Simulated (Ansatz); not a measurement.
# CH5FSi: the cost of one run

Program: Ansatz 0.2.0. Level of theory: RKS B3LYP-D4/STO-3G. These are calculated values, not measurements.

## Step 1: The structure to begin with

Bond lengths: Si1–C2 1.870 Å, C2–H3 1.110 Å, C2–H4 1.110 Å, C2–H5 1.110 Å, Si1–H6 1.460 Å, Si1–H7 1.459 Å, Si1–F8 1.589 Å. Angles: Si1–C2–H3 109.5°, Si1–C2–H4 109.5°, Si1–C2–H5 109.5°, H3–C2–H4 109.4°, H3–C2–H5 109.4°, H4–C2–H5 109.4°, C2–Si1–H6 109.5°, C2–Si1–H7 109.5°, C2–Si1–F8 109.5°, H6–Si1–H7 109.5°, H6–Si1–F8 109.5°, H7–Si1–F8 109.5°.

Coordinates:

```xyz
8

Si    0.0000    0.0000    0.0000
C     0.0000    0.0000    1.8700
H    -0.9996   -0.3092    2.2405
H     0.7676   -0.7111    2.2405
H     0.2320    1.0203    2.2405
H     1.3768    0.0000   -0.4862
H    -0.6877    1.1914   -0.4862
F    -0.7489   -1.2974   -0.5295
```

## Step 2: Relaxing the start

input.yaml

```yaml
crystal:
  periodic: [false, false, false]
  atoms:
    - { symbol: Si, position_ang: [0.0, 0.0, 0.0] }
    - { symbol: C, position_ang: [0.0, 0.0, 1.87] }
    - { symbol: H, position_ang: [-0.9996, -0.3092, 2.2405] }
    - { symbol: H, position_ang: [0.7676, -0.7111, 2.2405] }
    - { symbol: H, position_ang: [0.232, 1.0203, 2.2405] }
    - { symbol: H, position_ang: [1.3768, 0.0, -0.4862] }
    - { symbol: H, position_ang: [-0.6877, 1.1914, -0.4862] }
    - { symbol: F, position_ang: [-0.7489, -1.2974, -0.5295] }
basis:
  gaussian: { orbitals: STO-3G }
hamiltonian:
  xc: b3lyp
  dispersion: d4
relax:
  f_tol: 0.02
  max_steps: 40
```

The run is started by

```sh
$ ansatz run input.yaml --threads 1 --pin off --max-ram 2048MiB --backend cpu --events-out ev --progress --plain --runs-dir out
```

What time and memory should one allow on 1 thread of Arm Neoverse V1, shared host?

About 11 s, with a peak of 0.11 GiB.
